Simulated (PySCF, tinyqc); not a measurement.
Starting guesses with DIIS over 6 matrices: SCF starting guesses in the sto-6g basis, for CO, spin multiplicity 1. Computed by the program tinyqc with PySCF. RHF with one setting changed at a time; a run stops when the energy changes by less than 1e-09 hartree and the error matrix is below 1e-5. Starts: the lowest orbitals of the core Hamiltonian, of the Wolfsberg-Helmholz matrix (K = 1.75), projected atomic densities, random orbitals, and the highest orbitals of the core Hamiltonian (a deliberately bad start).

Geometry (angstrom):
```
atom       x       y       z
C     0.0000  0.0000  0.0000
O     0.0000  0.0000  2.1720
```

lowest restricted solution found by these runs and by PySCF = -111.875087 hartree

Largest element of the error matrix X^T (FDS - SDF) X:
```
iteration     core  Wolfsberg-Helmholz  atomic densities   random  highest core orbitals
1          5.0e-01             9.2e-01           1.8e-01  1.8e+01                4.8e-01
2          5.4e-01             1.2e+00           8.0e-01  3.6e-01                4.6e-01
3          4.2e-01             5.4e-01           8.6e-01  7.3e-01                6.1e-01
4          5.1e-01             8.3e-01           2.6e+00  8.2e-01                6.2e-01
5          4.9e-01             8.1e-01           6.5e-01  5.1e-01                6.2e-01
6          6.0e-01             7.9e-01           8.9e-01  6.2e-01                6.4e-01
8          1.6e+00             1.3e-01           8.5e-01  6.4e-01                8.9e-01
10         4.7e-01             2.7e-01           5.9e-01  5.0e-01                8.5e-01
14         2.8e-01             5.5e-03           3.3e-01  6.6e-01                1.2e+00
20         7.6e-02                   -           7.4e-02  3.9e-01                1.1e+00
30         9.3e-02                   -           5.5e-02  1.2e-01                      -
45         1.3e-01                   -           5.6e-02  2.3e-04                      -
60         8.8e-02                   -           4.5e-02  5.1e-05                      -
```

How each run ends:
```
run                    iterations  E (hartree)                                                           state
core                          >60   -111.64065                                         wanders without falling
Wolfsberg-Helmholz             19   -111.87509                                                    lowest found
atomic densities              >60   -111.63584  falls in a zigzag, on average by a factor of about 0.84 a step
random                        >60   -111.72459                                         wanders without falling
highest core orbitals          29   -111.87509                                                    lowest found
```

What does the comparison show, and why?

2 of 5 runs reach the lowest restricted solution found, in 19 to 29 iterations (fastest: Wolfsberg-Helmholz). Not converged: core, atomic densities, random. The first errors are 5e-01, 9e-01, 2e-01, 2e+01, 5e-01. The restricted reference is unstable here: a spin-polarised solution lies 0.1296 hartree lower (PySCF), so results built on it describe a poor reference.
